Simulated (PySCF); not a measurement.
**How the method moves the bond dissociation enthalpies of `CO[SiH3]` (CH6OSi)**

Atom numbers as in the mapped SMILES `[CH3:1][O:2][SiH3:3]`.

All levels share the PBE0-D3(BJ)/def2-SVP structures and the PBE0-D3(BJ)/def2-SVP thermal terms; only the single-point energies (PySCF) change. Values are bond dissociation enthalpies (298 K, kJ/mol).

| level | Si3–H | C1–O2 | C1–H | O2–Si3 | time |
| --- | --- | --- | --- | --- | --- |
| HF/cc-pVDZ (grid 2, diis space 4) | 301 | 230 | 303 | 295 | 2.3 s |
| M06-2X/6-311++G(2d,2p) | 376 | 391 | 402 | 445 | 39 s |
| M06-2X/def2-TZVP | 377 | 397 | 400 | 460 | – |
| BHandHLYP/6-311++G(2d,2p) (grid 2, conv 1e-06) | 381 | 342 | 392 | 413 | 14 s |

Times are wall times for all single points of a level on 1 thread of AMD EPYC 7B13, a shared host; the dash marks the run that also made the structures.

Hartree-Fock leaves out electron correlation, so its bond energies come out too low, often by 100 kJ/mol or more.

The widest spread is that of C1–O2: 167 kJ/mol, from 230 to 397.

Known limits: the order of C1–O2 and C1–H is undecided: the gaps lie inside the method's error (some 10 kJ/mol, one structure a species); in free energy Si3–H and C1–O2 (by 8.7 kJ/mol) differ by less than the method's error (some 10 kJ/mol), so that order is undecided.
